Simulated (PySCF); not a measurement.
# Partial charges of `COC(=O)[O-]`

C2H3O3 (charge -1).
SMILES with atom numbers: `[CH3:1][O:2][C:3](=[O:4])[O-:5]` (hydrogens: H6, H7, H8 on C1)

Cartesian coordinates in Å at the GFN2-xTB level; atoms count from 1:
```
atom  x, y, z in Å
C1    -1.0307   -0.1376    0.0074
O2     0.1924   -0.7808   -0.1286
C3     1.3839    0.0934   -0.0302
O4     1.1496    1.2802    0.1384
O5     2.4183   -0.5399   -0.1408
H6    -1.2374    0.1234    1.0567
H7    -1.8086   -0.8206   -0.3511
H8    -1.0582    0.7913   -0.5763
```

Density: PBE0/pcSseg-1 (PySCF); schemes: Mulliken, IAO, Hirshfeld and ESP-fitted. One conformer (not necessarily the lowest) at the GFN2-xTB geometry, without solvent, vibrations or thermal averaging. The pcSseg-1 basis has no diffuse functions, a weakness for an anion.

Q: Which atoms carry the highest charge in the Mulliken, IAO, Hirshfeld and ESP-fitted schemes?

A: All schemes agree: Mulliken C3 (+0.559); IAO C3 (+0.631); Hirshfeld C3 (+0.154); ESP-fitted C3 (+0.999).

Q: For which atoms does the sign change between the 4 schemes (beyond +0.03 e in one, beyond −0.03 e in another)?

A: C1.

Q: What partial charge does each atom carry?

A: In e:

```csv
atom,environment,Mulliken,IAO,Hirshfeld,ESP-fitted
C1,methoxy carbon,+0.010,-0.185,-0.084,+0.037
O2,oxygen singly bound to a carbonyl carbon,-0.561,-0.469,-0.224,-0.529
C3,carbonate carbon,+0.559,+0.631,+0.154,+0.999
O4,oxygen bonded to C,-0.593,-0.655,-0.420,-0.770
O5,oxygen bonded to C,-0.571,-0.638,-0.447,-0.792
H6,methyl hydrogen,+0.043,+0.096,+0.005,+0.014
H7,methyl hydrogen,+0.049,+0.103,+0.009,+0.012
H8,methyl hydrogen,+0.064,+0.117,+0.007,+0.028
```

Mean size of the charges over all atoms: ESP-fitted 0.398 e, IAO 0.362 e, Mulliken 0.306 e, Hirshfeld 0.169 e. Each set sums to the total charge, -1, to within 0.001 e. The Mulliken scheme counts on each atom the diagonal of the density matrix times the overlap matrix over that atom's basis functions. The Hirshfeld scheme divides the density at each point in proportion to the densities of the neutral, spherically averaged free atoms.

Q: Sum the charges by element.

A: 
```csv
element,atoms,Mulliken,IAO,Hirshfeld,ESP-fitted
C,2,+0.569,+0.445,+0.070,+1.037
O,3,-1.725,-1.762,-1.091,-2.091
H,3,+0.156,+0.316,+0.021,+0.054
```

Q: How many electrons does the Mulliken scheme count on C3?

A: Z − q = 6 − (+0.559) = 5.441.

Q: How closely do the schemes follow one another over all atoms?

A: Correlation coefficient and root-mean-square difference: Mulliken with ESP-fitted 0.98, 0.187 e; Mulliken with IAO 0.98, 0.093 e; IAO with ESP-fitted 0.97, 0.176 e; IAO with Hirshfeld 0.96, 0.229 e; Mulliken with Hirshfeld 0.94, 0.206 e; Hirshfeld with ESP-fitted 0.92, 0.365 e.
